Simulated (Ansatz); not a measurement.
Zinc-blende BP, treated with G0W0@r²SCAN in Ansatz (plane waves, hard PAW, contour deformation).

The cell has the measured lattice parameters. Conventional cell: a = 4.5380 Å, b = 4.5380 Å, c = 4.5380 Å, α = 90.00°, β = 90.00°, γ = 90.00°.

The quasiparticle gap at Γ at a fixed k mesh 4×4×4:

```json
[
 {"response cutoff": "150 eV, 179 empty bands", "value (eV)": "4.401"},
 {"response cutoff": "200 eV, 276 empty bands", "value (eV)": "4.428"},
 {"response cutoff": "250 eV, 385 empty bands", "value (eV)": "4.440"},
 {"response cutoff": "300 eV, 506 empty bands", "value (eV)": "4.447"}
]
```

Taking the value to converge with the response cutoff E as E^(−3/2), extrapolate from the last two rows.

With y = y∞ + c/w and weights w = 3953 and 5196 for the last two rows, y∞ = (w2 y2 − w1 y1)/(w2 − w1) = (5196 × 4.447 − 3953 × 4.440)/1243 = 4.469 eV, which lies 0.022 beyond the last row. Successive pairs of rows give 4.478, 4.470, 4.469. The limit also hangs on the law assumed, so its last digits aren't firm.

The other settings are not extrapolated, so this is the limit in one setting alone.

At the last cutoff the smallest gap on this mesh is 2.14 eV, with an edge away from Γ.

Ansatz is a program for electronic structure.
